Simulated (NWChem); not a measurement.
## Polarisability of chloroform (CHCl$_{3}$)

```xyz
5

Cl     0.8517    -0.0663     1.4726
C     -0.0092     0.4528     0.0000
Cl     0.8517    -0.0663    -1.4726
Cl    -1.6984    -0.1182     0.0000
H     -0.0315     1.5461     0.0000
```
Charge 0, spin multiplicity 1.

Everything below was run with NWChem. The geometry was optimised at B3LYP/def2-SVP, a minimum by its harmonic frequencies.

Basis set: 6-31G*. The field's frequency is 0.0773 Ha (589 nm). This basis has no diffuse functions, which lowers polarisabilities.

| method | isotropic polarisability (bohr³) | difference from CCSD linear response |
|---|---|---|
| PBE | 41.72 | +2.34 |
| HF | 38.92 | -0.47 |
| PBE0 | 40.44 | +1.05 |
| B3LYP | 40.58 | +1.20 |
| CCSD linear response | 39.38 | 0.00 |

The values span 2.80 bohr³, from HF (lowest) to PBE (highest). 

The correlated methods keep 16 core orbitals frozen. B3LYP has NWChem's definition, with VWN1-RPA local correlation. The Pople sets run with spherical d functions. No row is a measurement; the coupled-cluster row has its own basis-set and correlation limits.
